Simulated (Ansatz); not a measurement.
The input, for Ansatz 0.2.0:

```yaml
crystal:
  periodic: [false, false, false]
  atoms:
    - {symbol: N, position_ang: [0.000000, 0.000000, -1.952000]}
    - {symbol: Al, position_ang: [0.000000, 0.000000, -0.104200]}
    - {symbol: P, position_ang: [0.000000, 0.000000, 2.056200]}
basis:
  gaussian: {orbitals: cc-pVDZ}
total_charge: 1
magnetization: {spin_polarized: false, initial_magnetization: 2}
correlation: {method: bccd_t, electrons: outside_noble_gas}
```

```sh
$ ansatz run in.yaml --threads 1 --pin off --events-out ev --progress --plain --max-ram 2393MiB
```

The program prints:

```
510 factors; integrals over basis functions are off by at most 6.4e-4 eV
mean field evaluation 1: about -17288.1308 eV, gradient 8.3e1 eV
mean field evaluation 2: about -17288.1343 eV, gradient 8.3e1 eV
mean field evaluation 4: about -17305.8304 eV, gradient 4.5e1 eV
mean field evaluation 8: about -17323.5467 eV, gradient 5.9e0 eV
mean field evaluation 16: about -17323.8264 eV, gradient 1.7e-6 eV
mean field evaluation 32: about -17305.8912 eV, gradient 5.5e1 eV
mean field evaluation 64: about -17322.8164 eV, gradient 8.2e0 eV
mean field evaluation 96: about -17325.1688 eV, gradient 5.0e-1 eV
mean field evaluation 128: about -17323.8264 eV, gradient 1.1e-4 eV
mean field evaluation 160: about -17323.4255 eV, gradient 8.0e0 eV
...
mean field -17325.18414311 eV, -636.6887738278 hartree, gradient 1.4e-6 eV, S^2 2.000000; 17 other end points of the search recorded, 0 dependent functions left out
...
determinant -17325.18414311 eV, -636.6887738278 hartree, with singles and doubles -17332.48172586 eV, -636.9569550474 hartree
determinant -17324.38476431 eV, -636.6593971985 hartree, with singles and doubles -17331.82466404 eV, -636.9328084708 hartree
determinant -17323.82637369 eV, -636.6388767219 hartree, with singles and doubles -17331.31051321 eV, -636.9139137762 hartree
determinant -17323.70273131 eV, -636.6343329480 hartree, with singles and doubles -17331.04929808 eV, -636.9043142973 hartree
determinant -17322.70363467 eV, -636.5976168239 hartree, with singles and doubles -17332.33441949 eV, -636.9515416380 hartree
determinant -17322.22628701 eV, -636.5800746211 hartree, with singles and doubles -17329.96740402 eV, -636.8645554240 hartree
determinant -17322.09343148 eV, -636.5751922704 hartree, with singles and doubles -17329.66361703 eV, -636.8533914580 hartree
determinant -17325.18414311 eV, -636.6887738278 hartree, with singles and doubles -17332.50265638 eV, -636.9577242298 hartree
determinant -17322.70363467 eV, -636.5976168239 hartree, with singles and doubles -17333.23190829 eV, -636.9845237429 hartree
unrestricted determinant -17326.67037748 eV, -636.7433919332 hartree, S^2 3.0372
11 core orbitals not correlated: weight in the atoms' cores, before any rotation towards them, 1.000 or more for the frozen orbitals, at most 0.000 for the correlated occupied ones
reference -17322.70363467 eV, -636.5976168239 hartree; 7, 5 occupied and 32, 34 virtual orbitals, 510 factors
second order -8.41445721 eV of doubles, -0.13405971 eV of singles
...
cycle  14  -10.62032752 eV  change    6.2e-4 eV  update   2.0e-4
cycle  15  -10.62008729 eV  change    2.4e-4 eV  update   1.2e-4
cycle  16  -10.62006838 eV  change    1.9e-5 eV  update   7.4e-5
cycle  17  -10.61996476 eV  change    1.0e-4 eV  update   5.0e-5
cycle  18  -10.61994246 eV  change    2.2e-5 eV  update   2.8e-5
cycle  19  -10.61992968 eV  change    1.3e-5 eV  update   1.8e-5
cycle  20  -10.61994492 eV  change   -1.5e-5 eV  update   1.2e-5
cycle  21  -10.61997081 eV  change   -2.6e-5 eV  update   6.3e-6
cycle  22  -10.61998418 eV  change   -1.3e-5 eV  update   3.4e-6
cycle  23  -10.61998501 eV  change   -8.4e-7 eV  update   1.6e-6
perturbative correction -0.29679046 eV, -0.0109068481 hartree
WARN: these amplitudes may be one of several solutions (largest doubles amplitude 0.19, level shift 5.70 eV)
Total energy: -17333.62041014 eV, -636.9988009228 hartree
```

The determinant lies 2.48 eV above the lowest one of its kind in the log. The singles that turn the determinant into the Brueckner one have T1 = 0.274, so far that the spin and state of the result can't be checked.

Ran on 1 thread of Arm Neoverse V1, shared host: 19 s wall, 0.16 GiB peak host memory.
